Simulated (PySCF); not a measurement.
Field gradients at the hydrogen positions

Species: allyl fluoride, C₃H₅F.
Structure used (PBE0-D3(BJ)/def2-SVP), in Å, numbered top down from 1:
```
atom  x, y, z in Å
C1     1.1978    0.6689    0.2391
C2     0.3494   -0.0740   -0.4683
C3    -1.0039   -0.4840    0.0046
F4    -1.2775   -0.0066    1.2562
H5     0.9274    1.0264    1.2357
H6     2.1804    0.9395   -0.1540
H7     0.6209   -0.4363   -1.4673
H8    -1.7801   -0.1155   -0.6927
H9    -1.0817   -1.5877    0.0210
```

Level: PBE0/pcSseg-1 (PySCF, non-relativistic); Q(2H) = 0.00286 b; rigid geometry, the same for H and D, with no vibrational averaging.

Task: Rank these positions by the coupling χzz of a deuteron there, largest first.
A. H7 (vinylic hydrogen)
B. H5 (vinylic hydrogen)
C. H8 (methylene hydrogen)

Result: B (205 kHz), A (200 kHz), C (181 kHz).

Task: What are Vzz, η and χzz (234.96 MHz × Q × Vzz) at all hydrogens?

Result: 
| atom | bonded to | bond length (Å) | Vzz (au) | η | χzz (kHz) |
| --- | --- | --- | --- | --- | --- |
| H5 | C1 | 1.093 | 0.3044 | 0.05 | 205 |
| H6 | C1 | 1.092 | 0.3088 | 0.05 | 208 |
| H7 | C2 | 1.097 | 0.2978 | 0.07 | 200 |
| H8 | C3 | 1.107 | 0.2690 | 0.09 | 181 |
| H9 | C3 | 1.107 | 0.2690 | 0.09 | 181 |

One conformer (not necessarily the lowest) at the PBE0-D3(BJ)/def2-SVP geometry, without solvent, vibrations or thermal averaging. These gradients aren't converged with respect to the basis.
